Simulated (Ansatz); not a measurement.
The same path of BH3O + H2O (8 atoms, charge 0, multiplicity 1) was run 3 times with different band settings. Lost on the way: B1–H2, O6–H8. Made: B1–O6, H2–H8.

Method: Ansatz 0.2.0, RKS BLYP/6-31G*.

Relaxed end points:

```xyz
8
Properties=species:S:1:pos:R:3
B -0.135 -0.252 -0.094
H -0.349 -0.986 0.842
O 1.147 -0.147 -0.624
H 1.791 -0.654 -0.089
H -1.016 0.189 -0.780
O -0.113 1.634 1.182
H 0.525 2.034 0.550
H 0.454 1.360 1.935
```

```xyz
8
Properties=species:S:1:pos:R:3
B 0.358 0.264 -0.629
H -1.015 0.448 3.531
O 1.669 0.098 -1.029
H 1.735 -0.523 -1.780
H -0.563 -0.304 -1.152
O 0.078 1.114 0.411
H 0.902 1.517 0.763
H -0.859 0.564 2.808
```

Common settings: movable images 7; climbing image yes; optimiser quadratic models (default); start path through a guess of the saddle point; force threshold 0.05 eV/Å; iteration limit 60; end points relaxed.

| run | spring |
| --- | --- |
| 1 | 5.0 eV/Å² |
| 2 | 0.1 eV/Å² |
| 3 | 0.5 eV/Å² |

Task: What does each run give, and how far can it be trusted?

Result: Run 1: converged after 21 iterations, highest image 1.000 eV above the first end. The profile has 2 maxima (images 2, 4) with wells between them (image 3): this band takes more than one step, which may be the mechanism or a detour left from its start path. Neighbouring images differ by up to 2.0 eV, so the band resolves the path poorly. A vibrational analysis at the climbing image gives one clearly imaginary mode, 1344i cm⁻¹: a first-order saddle point.
Run 2: converged after 24 iterations, highest image 1.000 eV above the first end. The profile has 2 maxima (images 1, 4) with wells between them (image 3): this band takes more than one step, which may be the mechanism or a detour left from its start path. Neighbouring images differ by up to 2.0 eV, so the band resolves the path poorly. Another band between the same ends (7 images) ends at a top of the same energy, where a vibrational analysis finds 1 clearly imaginary mode.
Run 3: converged after 21 iterations, highest image 1.000 eV above the first end. The profile has 2 maxima (images 2, 4) with wells between them (image 3): this band takes more than one step, which may be the mechanism or a detour left from its start path. Neighbouring images differ by up to 2.0 eV, so the band resolves the path poorly. Another band between the same ends (7 images) ends at a top of the same energy, where a vibrational analysis finds 1 clearly imaginary mode.
The orbitals stay closed-shell, which can raise the energy where a bond breaks towards radicals; this wasn't checked here.
